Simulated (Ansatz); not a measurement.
C3H5NO can be A, `C1=NCCO1`, or B, `COC=C=N`.

Computed with Ansatz on PBE0-D4/def2-TZVP structures; ΔE is electronic, products minus reactants. CCSD(T)/CBS adds triple-zeta CCSD(T) − MP2 to the extrapolated MP2 energy (def2 sets, frozen cores). DFT in def2-TZVPP. Each species was taken in one conformer, which may not be the lowest.

A:

Z-matrix (Å, degrees):
```
C
N 1 1.463
C 1 1.539 2 104.8
H 1 1.093 2 109.7 3 121.2
H 1 1.093 2 109.6 3 -121.1
C 2 1.260 1 105.9 3 0.7
O 3 1.441 1 103.9 2 -0.9
H 3 1.091 1 113.6 2 116.2
H 3 1.091 1 113.7 2 -118.2
H 6 1.084 2 125.4 1 179.8
```

B:

```xyz
10

C     1.127    0.209    1.323
O     0.653    0.682    0.080
C     0.013   -0.288   -0.644
C    -1.214   -0.123   -1.077
N    -2.384   -0.030   -1.415
H     1.661    1.034    1.793
H     0.300   -0.108    1.967
H     1.815   -0.635    1.188
H     0.566   -1.187   -0.909
H    -2.537    0.445   -2.306
```

Q: Which is lower in electronic energy at CCSD(T)/CBS, and by how much? (An estimate is asked.)

A: Ansatz gave: A, by 40.3 kcal/mol.

Q: Give E(B) − E(A) in kcal/mol with BLYP-D4, MP2/def2-TZVPP, B2PLYP, CCSD/def2-TZVPP, ωB97M-V, PBE-D4, CCSD(T)/def2-TZVPP. (An estimate is asked.)

A: Ansatz gave: BLYP-D4 31.6, MP2/def2-TZVPP 42.0, B2PLYP 36.9, CCSD/def2-TZVPP 40.3, ωB97M-V 39.2, PBE-D4 37.0, CCSD(T)/def2-TZVPP 40.3. None reverses the order clearly.

Q: Does the order hold for the free energy at 298.15 K (harmonic terms from PBE0-D4)? (Estimate.)

A: Computed: Yes: G(B) − G(A) = +36.5 kcal/mol, for one conformer each.

Largest T1 diagnostic: 0.014.

From r2SCAN to r2SCAN0 (25 % exact exchange), in def2-TZVPP and without D4, E(B) − E(A) moves by +2.6 kcal/mol. The D4 term adds +1.1 kcal/mol with B3LYP and +0.5 kcal/mol with PBE0; it sums over pairs of atoms, weighted by their polarisabilities, and B3LYP, whose exchange is more repulsive, gets the larger term.

B3LYP here is the variant with VWN-RPA as its local correlation; programs differ in this.
